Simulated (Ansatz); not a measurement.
Elements on the sites of an ideal rock salt lattice, at a guessed lattice constant:

```
CELL_PARAMETERS angstrom
-4.50200 -4.50200 0.00000
0.00000 4.50200 4.50200
-4.50200 4.50200 -4.50200
ATOMIC_POSITIONS crystal
C 0.16667 0.33333 0.83333
C 0.66667 0.33333 0.83333
C 0.00000 0.50000 0.50000
C 0.16667 0.83333 0.83333
C 0.33333 0.16667 0.16667
C 0.83333 0.16667 0.16667
N 0.50000 0.50000 0.50000
N 0.33333 0.66667 0.16667
N 0.83333 0.66667 0.16667
N 0.66667 0.83333 0.83333
N 0.50000 0.00000 0.50000
N 0.00000 0.00000 0.50000
Sc 0.66667 0.33333 0.33333
Sc 0.16667 0.33333 0.33333
Ti 0.33333 0.66667 0.66667
W 0.50000 0.00000 0.00000
W 0.00000 0.00000 0.00000
W 0.83333 0.16667 0.66667
W 0.33333 0.16667 0.66667
W 0.50000 0.50000 0.00000
W 0.00000 0.50000 0.00000
W 0.83333 0.66667 0.66667
W 0.66667 0.83333 0.33333
W 0.16667 0.83333 0.33333
```

Cell and atoms were relaxed without symmetry on coarser meshes and computed once more. All numbers below come from Ansatz, DFT PBE, scalar-relativistic, plane waves, PAW.

Cutoff 420 eV; k points 6×6×5 on the computed 24-atom cell (Γ-centred); Gaussian smearing, width 0.10 eV; no spin polarisation.

The relaxation ran on 3×3×2 (shifted) and then 4×4×3 k points with a smearing of 0.1 eV, from sites shaken by 0.02 Å.

Problem. What does the relaxation give?

Solution. A volume of 10.59 Å³/atom and no gap on the mesh. It lies 0.30 eV/atom below the elements' standard states (static lattices, no corrections for gases). The atoms leave their sites by 0.17 Å (root mean square) and 0.30 Å at most, and the cell stretches by up to 1.5 % at fixed volume.

```yaml
crystal:
  lattice:
    - [-4.37704, -4.34966, -0.00568]
    - [-0.05514, 4.41055, 4.38199]
    - [-4.45061, 4.41766, -4.33407]
  atoms:
    - { symbol: C, position: [0.17448, 0.34959, 0.83820] }
    - { symbol: C, position: [0.64196, 0.29898, 0.81124] }
    - { symbol: C, position: [0.01740, 0.52505, 0.50119] }
    - { symbol: C, position: [0.16718, 0.81613, 0.84379] }
    - { symbol: C, position: [0.33930, 0.17554, 0.17423] }
    - { symbol: C, position: [0.82656, 0.15939, 0.16356] }
    - { symbol: N, position: [0.50740, 0.51497, 0.51326] }
    - { symbol: N, position: [0.32468, 0.65006, 0.14826] }
    - { symbol: N, position: [0.83633, 0.68106, 0.16355] }
    - { symbol: N, position: [0.67008, 0.82866, 0.84516] }
    - { symbol: N, position: [0.50808, 0.00915, 0.51296] }
    - { symbol: N, position: [0.96871, 0.97601, 0.49432] }
    - { symbol: Sc, position: [0.67022, 0.35207, 0.34189] }
    - { symbol: Sc, position: [0.16820, 0.33484, 0.33509] }
    - { symbol: Ti, position: [0.34839, 0.67891, 0.66477] }
    - { symbol: W, position: [0.47620, 0.99216, 0.01548] }
    - { symbol: W, position: [0.02931, 0.01410, 0.00190] }
    - { symbol: W, position: [0.86984, 0.21210, 0.66116] }
    - { symbol: W, position: [0.28064, 0.13736, 0.67823] }
    - { symbol: W, position: [0.50146, 0.46787, 0.98277] }
    - { symbol: W, position: [0.95287, 0.45261, 0.98977] }
    - { symbol: W, position: [0.85080, 0.66863, 0.67931] }
    - { symbol: W, position: [0.64155, 0.84740, 0.31921] }
    - { symbol: W, position: [0.19945, 0.83708, 0.32863] }
```

The final mesh leaves forces up to 0.17 eV/Å and stresses up to 0.4 GPa: the relaxation ran on a coarser mesh, so the cell's shape, its bonds and its energy belong partly to that mesh.

Spin-orbit coupling is left out, which matters for the bands of heavy elements.

Cost: 2 runs of about 23 core-minutes in all (earlier runs that led there not counted), on Arm Neoverse V2 (shared hosts).